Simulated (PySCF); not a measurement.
benzene: calculation against experiment

**Experimental background.**

CORE65 (Golze, Keller, Rinke, J. Phys. Chem. Lett. 2020, 11, 1840), as tabulated in Jana, Herbert, J. Chem. Phys. 2023, 158, 094111, SI lists, for the gas: C 1s binding energy of C1 (×6) 290.38 eV.

How close the calculation comes is told at the end.

Species: benzene, C₆H₆.
Atom-mapped SMILES: `[cH:1]1[cH:2][cH:3][cH:4][cH:5][cH:6]1` (hydrogens: H7 on C1; H8 on C2; H9 on C3; H10 on C4; H11 on C5; H12 on C6)

Geometry (GFN2-xTB, Å), atoms numbered from 1 in this order:
```xyz
12
C6H6 angstrom
C      0.9553    1.0021   -0.0209
C      1.3456   -0.3263   -0.0146
C      0.3904   -1.3285    0.0033
C     -0.9551   -1.0023    0.0158
C     -1.3455    0.3261    0.0101
C     -0.3903    1.3283   -0.0076
H      1.7008    1.7840   -0.0353
H      2.3956   -0.5808   -0.0238
H      0.6951   -2.3652    0.0082
H     -1.7006   -1.7843    0.0298
H     -2.3954    0.5812    0.0202
H     -0.6946    2.3650   -0.0113
```

Runs made with PySCF (gas phase, on this GFN2-xTB geometry; non-relativistic but for the core-level run):

| level | job | basis functions | wall time |
| --- | --- | --- | --- |
| delta-SCF UKS SCAN, pcX-2 on the ionised atom, pcseg-1 elsewhere, spin-free X2C | ΔSCF core ionisation, 1 hole | 145 | 11 s |

Hardware: Arm Neoverse V2, one thread, no GPU (shared host).

## Comparison

**Core binding energies.** Delta-SCF UKS SCAN, pcX-2 on the ionised atom, pcseg-1 elsewhere, spin-free X2C in PySCF 2.14.0.

| level and atom | computed (eV) | measured (eV) | computed − measured (eV) |
| --- | --- | --- | --- |
| C 1s, C1 (×6) | 290.21 | 290.38 | -0.17 |

Sources, in the order of the opening: CORE65 (Golze, Keller, Rinke, J. Phys. Chem. Lett. 2020, 11, 1840), as tabulated in Jana, Herbert, J. Chem. Phys. 2023, 158, 094111, SI. The computed values are vertical, without vibrational structure; measured positions hang on the energy calibration. The first atom of each set that the bonding makes equivalent was ionised and stands for the set.

No measured geometry was used, and the causes of the misses weren't examined.
